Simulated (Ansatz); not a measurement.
Input file:

```yaml
crystal:
  periodic: [false, false, false]
  atoms:
    - {symbol: Al, position_ang: [0.000000, 0.000000, 0.000000]}
    - {symbol: C, position_ang: [0.000000, 0.000000, 1.966767]}
basis:
  gaussian: {orbitals: pcseg-2, fitting: {mean_field: def2-universal-jkfit}, point_charges: [{charge: 0.50, position_ang: [3.648, -0.403, 0.599]}]}
magnetization: {spin_polarized: false, initial_magnetization: 3}
hamiltonian: {xc: {name: PBE0}}
correlation: {method: ccsd, electrons: outside_noble_gas}
```

```sh
$ ansatz run in.yaml --threads 1 --pin off --events-out ev --progress --plain --max-ram 2393MiB
```

The program prints:

```
203 factors; integrals over basis functions are off by at most 7.4e-1 eV
mean field evaluation 1: about -7619.8915 eV, gradient 2.8e1 eV
mean field evaluation 2: about -7619.8916 eV, gradient 2.8e1 eV
mean field evaluation 4: about -7622.9907 eV, gradient 1.1e1 eV
mean field evaluation 8: about -7624.1930 eV, gradient 2.0e-1 eV
mean field evaluation 16: about -7624.1933 eV, gradient 1.4e-4 eV
mean field evaluation 32: about -7612.1881 eV, gradient 8.4e0 eV
mean field -7624.19327640 eV, -280.1839350439 hartree, gradient 3.5e-6 eV, S^2 3.750000; 2 other end points of the search recorded, 0 dependent functions left out
mean field evaluation 64: about -7609.7747 eV, gradient 4.7e-2 eV
6 core orbitals not correlated: weight in the atoms' cores, before any rotation towards them, 1.000 or more for the frozen orbitals, at most 0.000 for the correlated occupied ones
reference -7609.30726429 eV, -279.6368841889 hartree; 5, 2 occupied and 53, 56 virtual orbitals, 203 factors
second order -3.82752575 eV of doubles, -0.19636272 eV of singles
cycle   1  -4.32970599 eV  change   -3.0e-1 eV  update   7.3e-2
cycle   2  -4.51117078 eV  change   -1.8e-1 eV  update   2.8e-2
cycle   3  -4.56142398 eV  change   -5.0e-2 eV  update   1.3e-2
cycle   4  -4.56383328 eV  change   -2.4e-3 eV  update   4.0e-3
cycle   5  -4.56366283 eV  change    1.7e-4 eV  update   1.9e-3
cycle   6  -4.56345716 eV  change    2.1e-4 eV  update   1.2e-3
cycle   7  -4.56336367 eV  change    9.3e-5 eV  update   6.3e-4
cycle   8  -4.56330973 eV  change    5.4e-5 eV  update   2.6e-4
cycle   9  -4.56319474 eV  change    1.1e-4 eV  update   1.1e-4
cycle  10  -4.56318193 eV  change    1.3e-5 eV  update   3.9e-5
cycle  11  -4.56318182 eV  change    1.1e-7 eV  update   1.5e-5
cycle  12  -4.56318331 eV  change   -1.5e-6 eV  update   5.5e-6
Total energy: -7613.87044760 eV, -279.8045780826 hartree
```

Ran on 1 thread of Arm Neoverse V1, shared host: 2.9 s wall, 0.14 GiB peak host memory.
